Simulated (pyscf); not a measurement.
Single points on ωB97X-D3(BJ)/def2-SVP structures (PySCF, gas phase).

### Question
For H₃C–CH₂–N•–CH₃ → H₂C=N–CH₃ + CH₃•, a bond scission (doublet surface; C–C broken, none formed), PBE/def2-TZVP gives ΔE‡ = 124.1 kJ/mol and ΔE = +119.2 kJ/mol (zero: the reactant's lowest minimum found). In which direction and how far do r²SCAN/def2-TZVP, PBE0-D3(BJ)/def2-TZVP, ωB97M-D3(BJ)/def2-TZVP move these?

### Answer
r²SCAN: ΔE‡ = 128.8 kJ/mol, ΔE = +121.6 kJ/mol; PBE0-D3(BJ): ΔE‡ = 142.8 kJ/mol, ΔE = +135.0 kJ/mol; ωB97M-D3(BJ): ΔE‡ = 137.1 kJ/mol, ΔE = +119.6 kJ/mol. PBE's barrier lies under all of them, by 4.7 to 18.7 kJ/mol. Its reaction energy matches one of them and lies within 15.8 kJ/mol of the others. H₂C=N–CH₃ lies 38.0 kJ/mol over its isomer H₃C–CH=NH, and others may lie lower still (electronic energy, ωB97M-D3(BJ)). This is the saddle that the search found; another between the same sides may lie lower.
